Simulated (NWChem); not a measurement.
System: CHN, triplet; SMILES of the neutral closed-shell parent [C-]#[NH+]

NWChem printed, in part:

```
             Northwest Computational Chemistry Package (NWChem) 7.3.0
             --------------------------------------------------------

 CS  symmetry detected

                             Geometry "geometry" -> ""
                             -------------------------

 Output coordinates in angstroms (scale by  1.889725989 to convert to a.u.)

  No.       Tag          Charge          X              Y              Z
 ---- ---------------- ---------- -------------- -------------- --------------
    1 C                    6.0000     0.00224345    -0.75708703     0.00000000
    2 N                    7.0000     0.11563674     0.50611767     0.00000000
    3 H                    1.0000    -0.82291792     0.99969851     0.00000000

 Effective nuclear repulsion energy (a.u.)      22.6530375477

      Symmetry information
      --------------------

 Group name             Cs
 Group number              2
 Group order               2
 No. of unique centers     3

  xc_inp: hfexch multiplicative factor not found.

                                 NWChem DFT Module
                                 -----------------

 Summary of "ao basis" -> "ao basis" (spherical)
 ------------------------------------------------------------------------------
       Tag                 Description            Shells   Functions and Types
 ---------------- ------------------------------  ------  ---------------------
 C                          6-31+g*                  8       18   4s3p1d
 N                          6-31+g*                  8       18   4s3p1d
 H                          6-31+g*                  2        2   2s

      Symmetry analysis of basis
      --------------------------

        a'         28
        a"         10

            General Information
            -------------------
          SCF calculation type: DFT
          Wavefunction type:  spin polarized.
          No. of atoms     :     3
          No. of electrons :    14
           Alpha electrons :     8
            Beta electrons :     6
          Charge           :     0
          Spin multiplicity:     3
          Use of symmetry is: on ; symmetry adaption is: on
          Maximum number of iterations: 150
          AO basis - number of functions:    38
                     number of shells:    18
          Convergence on energy requested:  1.00D-06
          Convergence on density requested:  1.00D-05
          Convergence on gradient requested:  5.00D-04

              XC Information
              --------------
                     Hartree-Fock (Exact) Exchange  1.000

      Superposition of Atomic Density Guess
      -------------------------------------

 Sum of atomic energies:         -92.45736625

      Non-variational initial energy
      ------------------------------

 Total energy =     -92.866279
 1-e energy   =    -169.107205
 2-e energy   =      53.587889
 HOMO         =      -0.332751
 LUMO         =      -0.031546

   Symmetry analysis of molecular orbitals - initial alpha
   -------------------------------------------------------

  Numbering of irreducible representations:

     1 a'          2 a"

  Orbital symmetries:

     1 a'          2 a'          3 a'          4 a'          5 a'
     6 a"          7 a'          8 a'          9 a"         10 a'
    11 a'         12 a'         13 a"         14 a'         15 a'
    16 a"         17 a'         18 a'

   Symmetry analysis of molecular orbitals - initial beta
   ------------------------------------------------------

  Numbering of irreducible representations:

     1 a'          2 a"

  Orbital symmetries:

     1 a'          2 a'          3 a'          4 a'          5 a'
     6 a"          7 a'          8 a'          9 a"         10 a'
    11 a'         12 a'         13 a"         14 a'         15 a'
    16 a"         17 a'         18 a'

     ---------------------------------------------
      Total Density - Mulliken Population Analysis
     ---------------------------------------------

    Atom       Charge   Shell Charges
 -----------   ------   -------------------------------------------------------
    1 C    6     5.85   2.00  0.77  1.28  0.75  0.73  0.08  0.20  0.04
    2 N    7     7.55   2.00  0.87  2.28  0.88  1.50 -0.07  0.04  0.03
    3 H    1     0.61   0.41  0.20

     --------------------------------------------
      Spin Density - Mulliken Population Analysis
     --------------------------------------------

    Atom       Charge   Shell Charges
 -----------   ------   -------------------------------------------------------
    1 C    6     1.53   0.00  0.06  0.66  0.21  0.41  0.05  0.15  0.00
    2 N    7     0.36   0.00  0.01  0.29  0.01  0.09 -0.01 -0.03  0.01
    3 H    1     0.11   0.05  0.05

   convergence    iter        energy       DeltaE   RMS-Dens  Diis-err
 ---------------- ----- ----------------- --------- --------- ---------
 d= 0,ls=0.0,diis     1    -92.6457864359 -1.15D+02  1.44D-02  7.84D-02
                                                     3.66D-03  3.33D-02
 d= 0,ls=0.0,diis     2    -92.6900287557 -4.42D-02  2.73D-03  1.09D-02
                                                     2.53D-03  1.78D-02
 d= 0,ls=0.0,diis     3    -92.7004670241 -1.04D-02  2.88D-03  5.85D-03
                                                     1.21D-03  2.73D-03
 d= 0,ls=0.0,diis     4    -92.7056356408 -5.17D-03  1.39D-03  5.71D-04
                                                     1.23D-03  1.32D-03
 d= 0,ls=0.0,diis     5    -92.7083288713 -2.69D-03  1.01D-03  6.27D-04
                                                     1.37D-03  6.47D-04
  Resetting Diis
 d= 0,ls=0.0,diis     6    -92.7109851738 -2.66D-03  1.18D-03  5.72D-04
                                                     1.57D-03  5.34D-04
 d= 0,ls=0.0,diis     7    -92.7139902296 -3.01D-03  6.37D-04  5.39D-04
                                                     7.17D-04  4.77D-04
 d= 0,ls=0.0,diis     8    -92.7154442544 -1.45D-03  1.53D-03  4.77D-04
                                                     1.73D-03  4.87D-04
 d= 0,ls=0.0,diis     9    -92.7187543591 -3.31D-03  3.32D-03  4.84D-04
                                                     3.23D-03  3.20D-04
 d= 0,ls=0.0,diis    10    -92.7234983810 -4.74D-03  4.25D-03  1.81D-04
                                                     4.64D-03  3.41D-04
 d= 0,ls=0.0,diis    11    -92.7163966321  7.10D-03  2.44D-03  1.37D-03
                                                     2.20D-03  4.21D-04
 d= 0,ls=0.0,diis    12    -92.7210192972 -4.62D-03  2.69D-03  8.76D-04
                                                     2.46D-03  3.25D-04
 d= 0,ls=0.0,diis    13    -92.7243423166 -3.32D-03  8.80D-04  1.90D-04
                                                     8.55D-04  8.48D-05
 d= 0,ls=0.0,diis    14    -92.7247347234 -3.92D-04  9.13D-05  7.18D-06
                                                     7.69D-05  2.74D-06
 d= 0,ls=0.0,diis    15    -92.7247290788  5.64D-06  2.64D-04  3.88D-06
                                                     2.17D-04  2.58D-06
 d= 0,ls=0.0,diis    16    -92.7247462057 -1.71D-05  4.34D-05  7.15D-07
                                                     2.36D-05  3.50D-07
 d= 0,ls=0.0,diis    17    -92.7247467750 -5.69D-07  2.72D-05  7.62D-08
                                                     2.41D-05  2.01D-08
 d= 0,ls=0.0,diis    18    -92.7247467374  3.76D-08  2.18D-05  2.45D-08
                                                     1.72D-05  1.01D-08
 d= 0,ls=0.0,diis    19    -92.7247468370 -9.97D-08  5.27D-06  5.65D-10
                                                     4.32D-06  3.53D-10

         Total DFT energy =      -92.724746837035
      One electron energy =     -169.836643931523
           Coulomb energy =       66.570204521000
    Exchange-Corr. energy =      -12.111344974197
 Nuclear repulsion energy =       22.653037547685

 Numeric. integr. density =        0.000000000000

                  Occupations of the irreducible representations
                  ----------------------------------------------

                     irrep           alpha         beta
                     --------     --------     --------
                     a'                7.0          5.0
                     a"                1.0          1.0

                    DFT Final Alpha Molecular Orbital Analysis
                    ------------------------------------------

 Vector    6  Occ=1.000000D+00  E=-5.710456D-01  Symmetry=a'
              MO Center=  2.2D-01, -2.7D-02, -2.4D-16, r^2= 1.3D+00
   Bfn.  Coefficient  Atom+Function         Bfn.  Coefficient  Atom+Function
  ----- ------------  ---------------      ----- ------------  ---------------
     3      0.335286  1 C  px                 4     -0.325348  1 C  py
    22      0.325674  2 N  py                21      0.283793  2 N  px
    24      0.213824  2 N  s                 26      0.192792  2 N  py
     7      0.188527  1 C  px                25      0.156807  2 N  px
     6      0.145284  1 C  s                  8     -0.126208  1 C  py

 Vector    7  Occ=1.000000D+00  E=-4.852865D-01  Symmetry=a"
              MO Center=  3.0D-02, -4.1D-01, -4.2D-17, r^2= 1.2D+00
   Bfn.  Coefficient  Atom+Function         Bfn.  Coefficient  Atom+Function
  ----- ------------  ---------------      ----- ------------  ---------------
     5      0.533086  1 C  pz                 9      0.336497  1 C  pz
    23      0.276174  2 N  pz                27      0.177111  2 N  pz
    13      0.035850  1 C  pz                33     -0.033033  2 N  d -1

 Vector    8  Occ=1.000000D+00  E=-3.481600D-01  Symmetry=a'
              MO Center=  4.1D-02, -1.3D-01, -6.5D-17, r^2= 1.7D+00
   Bfn.  Coefficient  Atom+Function         Bfn.  Coefficient  Atom+Function
  ----- ------------  ---------------      ----- ------------  ---------------
     3      0.527200  1 C  px                 7      0.440907  1 C  px
    21     -0.333137  2 N  px                25     -0.291748  2 N  px
    24     -0.247632  2 N  s                 38      0.240451  3 H  s
    37      0.184075  3 H  s                 28     -0.129504  2 N  s
    22     -0.126899  2 N  py                20     -0.120767  2 N  s

 Vector    9  Occ=0.000000D+00  E= 7.558975D-02  Symmetry=a'
              MO Center= -7.7D-01,  1.5D-01,  1.2D-14, r^2= 9.4D+00
   Bfn.  Coefficient  Atom+Function         Bfn.  Coefficient  Atom+Function
  ----- ------------  ---------------      ----- ------------  ---------------
    10      3.932742  1 C  s                 28     -3.671102  2 N  s
    12      1.305805  1 C  py                30      0.861638  2 N  py
     8      0.287701  1 C  py                38      0.211715  3 H  s
     6      0.189411  1 C  s                 11     -0.184267  1 C  px
    29      0.132210  2 N  px                25      0.122596  2 N  px

 Vector   10  Occ=0.000000D+00  E= 1.025720D-01  Symmetry=a'
              MO Center= -2.5D-02, -2.3D+00,  5.1D-16, r^2= 7.2D+00
   Bfn.  Coefficient  Atom+Function         Bfn.  Coefficient  Atom+Function
  ----- ------------  ---------------      ----- ------------  ---------------
    12      1.610261  1 C  py                28     -1.256881  2 N  s
    10      0.433884  1 C  s                  6      0.350186  1 C  s
     8     -0.225874  1 C  py                30     -0.074028  2 N  py
    20     -0.062327  2 N  s                  4     -0.058010  1 C  py
     2      0.057574  1 C  s                 11     -0.055861  1 C  px

 Vector   11  Occ=0.000000D+00  E= 1.045219D-01  Symmetry=a"
              MO Center= -2.5D-02, -1.0D+00, -9.4D-15, r^2= 7.8D+00
   Bfn.  Coefficient  Atom+Function         Bfn.  Coefficient  Atom+Function
  ----- ------------  ---------------      ----- ------------  ---------------
    13      1.435714  1 C  pz                31     -0.932040  2 N  pz
    23     -0.276581  2 N  pz                27     -0.225466  2 N  pz
     5      0.097562  1 C  pz                 9      0.074326  1 C  pz
    15     -0.035851  1 C  d -1

                     DFT Final Beta Molecular Orbital Analysis
                     -----------------------------------------

 Vector    4  Occ=1.000000D+00  E=-7.192328D-01  Symmetry=a'
              MO Center= -1.4D-01,  5.1D-01,  6.4D-19, r^2= 9.0D-01
   Bfn.  Coefficient  Atom+Function         Bfn.  Coefficient  Atom+Function
  ----- ------------  ---------------      ----- ------------  ---------------
    22      0.417942  2 N  py                37      0.228864  3 H  s
    21     -0.225490  2 N  px                 2     -0.212798  1 C  s
    26      0.196096  2 N  py                24      0.177119  2 N  s
     4     -0.171519  1 C  py                 6     -0.167602  1 C  s
    25     -0.140426  2 N  px                 1      0.107546  1 C  s

 Vector    5  Occ=1.000000D+00  E=-5.164182D-01  Symmetry=a"
              MO Center=  8.7D-02,  3.3D-01,  4.1D-14, r^2= 9.4D-01
   Bfn.  Coefficient  Atom+Function         Bfn.  Coefficient  Atom+Function
  ----- ------------  ---------------      ----- ------------  ---------------
    23      0.585624  2 N  pz                27      0.417353  2 N  pz
     5      0.191323  1 C  pz                 9      0.070989  1 C  pz
    15      0.036014  1 C  d -1              33     -0.029066  2 N  d -1
    31      0.026622  2 N  pz

 Vector    6  Occ=1.000000D+00  E=-5.106986D-01  Symmetry=a'
              MO Center=  1.9D-01,  4.5D-01, -4.0D-14, r^2= 9.9D-01
   Bfn.  Coefficient  Atom+Function         Bfn.  Coefficient  Atom+Function
  ----- ------------  ---------------      ----- ------------  ---------------
    21      0.469736  2 N  px                25      0.320823  2 N  px
    24      0.298988  2 N  s                 22      0.205503  2 N  py
    20      0.185921  2 N  s                 26      0.135831  2 N  py
     3      0.133650  1 C  px                 2     -0.118257  1 C  s
     6     -0.109668  1 C  s                 37     -0.105570  3 H  s

 Vector    7  Occ=0.000000D+00  E=-7.537085D-03  Symmetry=a'
              MO Center= -9.1D-02, -1.3D+00, -2.0D-15, r^2= 3.3D+00
   Bfn.  Coefficient  Atom+Function         Bfn.  Coefficient  Atom+Function
  ----- ------------  ---------------      ----- ------------  ---------------
    10      1.096640  1 C  s                 28     -0.521615  2 N  s
     6      0.365728  1 C  s                  4     -0.243059  1 C  py
    30      0.223853  2 N  py                22      0.158449  2 N  py
    24     -0.142730  2 N  s                  2      0.128832  1 C  s
    26      0.107650  2 N  py                 1     -0.095899  1 C  s

 Vector    8  Occ=0.000000D+00  E= 8.820105D-02  Symmetry=a'
              MO Center= -7.6D-01,  4.0D-02, -3.2D-14, r^2= 1.0D+01
   Bfn.  Coefficient  Atom+Function         Bfn.  Coefficient  Atom+Function
  ----- ------------  ---------------      ----- ------------  ---------------
    28     -3.593547  2 N  s                 10      3.291593  1 C  s
    12      1.893474  1 C  py                30      0.671844  2 N  py
    11     -0.431483  1 C  px                 6      0.210290  1 C  s
    29      0.210400  2 N  px                38      0.150358  3 H  s
     8      0.115277  1 C  py                25      0.114036  2 N  px

 Vector    9  Occ=0.000000D+00  E= 9.871455D-02  Symmetry=a"
              MO Center= -4.9D-02, -1.3D+00, -1.9D-14, r^2= 8.4D+00
   Bfn.  Coefficient  Atom+Function         Bfn.  Coefficient  Atom+Function
  ----- ------------  ---------------      ----- ------------  ---------------
    13      1.425883  1 C  pz                31     -0.609262  2 N  pz
    23     -0.154706  2 N  pz                 5      0.108264  1 C  pz
    27     -0.092812  2 N  pz

     ---------------------------------------------
      Total Density - Mulliken Population Analysis
     ---------------------------------------------

[...]
```

Level: UHF/6-31+G* (spherical d). In the optimisation the excess spin sits in a' (Cs, its own frame). Coordinates come from a PBE-D3(BJ)/def2-SVP, spin-unrestricted optimisation. This spin state was assumed; another may lie lower. The determinant is spin-contaminated (<S²> = 2.34). No stability test was run on the SCF state.

Question: Write an input that gives this output.

Answer: Several could match; the one computed here: the input that was run:
```
start job
memory heap 200 mb stack 900 mb global 1100 mb
geometry units angstroms noautoz
  C     -0.013261    -0.752547     0.000000
  N      0.134782     0.507067     0.000000
  H     -0.789863     1.026238     0.000000
end
basis spherical
  * library 6-31+g*
end
dft
  odft
  mult 3
  xc hfexch
  iterations 150
  mulliken
end
task dft energy
```
